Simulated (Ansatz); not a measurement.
# H₂ClO (doublet): from Hartree-Fock to the top rungs at distance Cl1–H2 along a hydrogen transfer = 1.711 Å, cc-pVDZ

Aim: climb from Hartree-Fock through coupled cluster and multireference methods for H₂ClO (doublet) at one geometry and basis, and see what each rung misses.

Program: Ansatz 0.2.0, Gaussian basis. Level of theory: cc-pVDZ, core rule «outside noble gas», up to 6 orbitals frozen. These are calculated values, not measurements.

Plan: UHF; CCSD(T) on ROHF; CCSD(T) on UHF; BCCD(T) on ROHF; CISD; CCSDT(Q) on ROHF; CCSDT(Q) on UHF; CASSCF and MRCISD+Q, 3 electrons in 3 orbitals; CASSCF and NEVPT2, 3 electrons in 3 orbitals; CASSCF and MRCISD+Q, 15 electrons in 10 orbitals; CASSCF and NEVPT4(SD), 15 electrons in 10 orbitals; CASSCF and NEVPT2, 15 electrons in 10 orbitals.

19 further runs of the same task are left out: 9 for a known fault of the program, 1 for a mislabelled method, 7 that didn't finish, 2 set aside as unsound or not needed.

**1. The system**

The geometry derives from fragments relaxed apart (PBE0/def2-TZVP) and kept rigid, so it is no stationary point. A hydrogen atom is moved between rigid fragments.

4 atoms, charge 0, spin multiplicity 2.

Atoms are counted from 1 here; the program's logs count them from 0.

Bond lengths: H2–O3 1.163 Å, O3–H4 0.973 Å. Angles: H2–O3–H4 105.0°.

**2. UHF**

The input, in.yaml:

```yaml
crystal:
  periodic: [false, false, false]
  atoms:
    - {symbol: Cl, position_ang: [-1.927715, 0.234988, 0.000000]}
    - {symbol: H, position_ang: [-0.216715, 0.234988, 0.000000]}
    - {symbol: O, position_ang: [0.946285, 0.234988, 0.000000]}
    - {symbol: H, position_ang: [1.198144, -0.704963, 0.000000]}
basis:
  gaussian: {orbitals: cc-pVDZ}
magnetization: {spin_polarized: true, initial_magnetization: 1}
hamiltonian: {xc: hf}
output: {orbitals: {seedname: orbitals}}
```

The run is started by

```bash
$ ansatz run in.yaml --threads 1 --pin off --events-out ev --progress --plain --max-ram 2393MiB
```

After this run come: CCSD(T) on ROHF; CCSD(T) on UHF; BCCD(T) on ROHF; CISD; CCSDT(Q) on ROHF; CCSDT(Q) on UHF; CASSCF and MRCISD+Q, 3 electrons in 3 orbitals; CASSCF and NEVPT2, 3 electrons in 3 orbitals; CASSCF and MRCISD+Q, 15 electrons in 10 orbitals; CASSCF and NEVPT4(SD), 15 electrons in 10 orbitals; CASSCF and NEVPT2, 15 electrons in 10 orbitals.

Q: Predict the results of all the runs planned. Wanted: UCCSDT(Q) below the RHF energy; RMP2 from UCCSDT(Q); UMP2 from UCCSDT(Q); RCCSD from UCCSDT(Q); RCCSD(T) from UCCSDT(Q); UCCSD(T) from UCCSDT(Q); RCCSDT(Q) from UCCSDT(Q); NEVPT2 pair from UCCSDT(Q); MRCISD+Q pair from UCCSDT(Q).

The runs gave:

| quantity | value |
| --- | --- |
| UCCSDT(Q) below the RHF energy | -10.1275 eV |
| RMP2 from UCCSDT(Q) | +89.2 kJ/mol |
| UMP2 from UCCSDT(Q) | +97.4 kJ/mol |
| RCCSD from UCCSDT(Q) | +22.0 kJ/mol |
| RCCSD(T) from UCCSDT(Q) | +4.1 kJ/mol |
| UCCSD(T) from UCCSDT(Q) | +4.0 kJ/mol |
| RCCSDT(Q) from UCCSDT(Q) | 0.0 kJ/mol |
| NEVPT2 pair from UCCSDT(Q) | +82.3 kJ/mol |
| MRCISD+Q pair from UCCSDT(Q) | +11.7 kJ/mol |
| NEVPT2 valence from UCCSDT(Q) | +144.3 kJ/mol |
| levels within 1 kcal/mol (43 meV) | RCCSD(T), UCCSD(T), BCCD(T), RCCSDT, UCCSDT, RCCSDT(Q) |
| T1 diagnostic | 0.030 |
| effectively unpaired electrons | 1.02 |

In words: RCCSD(T) lands +4.1 kJ/mol from the yardstick (0.4 % of the correlation energy). One determinant dominates. Of the multireference levels listed MRCISD+Q valence comes nearest in total energy (+5.9 kJ/mol), which doesn't show that its space is the better one. Coupled cluster took another determinant than the lowest Hartree-Fock one. These misses are within one basis, not against nature; the frozen cores of restricted and unrestricted runs differ, which can shift their rows.
